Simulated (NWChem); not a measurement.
## Correlation energy of N

SMILES: [N]
```xyz
1

N      0.0000     0.0000     0.0000
```
Charge 0, spin multiplicity 4.

All runs are NWChem calculations.

Basis set: cc-pVDZ. Each correlation energy counts from its own Hartree-Fock reference.

The correlated methods keep 1 core orbital frozen. No SCF solution was tested for a lower state. Open-shell Hartree-Fock references start from PBE0 orbitals. No row is a measurement; the coupled-cluster row has its own basis-set and correlation limits.

Task: Order these methods by the correlation energy they give, lowest first: SCS-UMP2, CCSD[T] on UHF, UMP2, CCSDT on ROHF.

Result: CCSDT on ROHF (-90.1 mHa), CCSD[T] on UHF (-87.4 mHa), UMP2 (-70.7 mHa), SCS-UMP2 (-66.3 mHa)
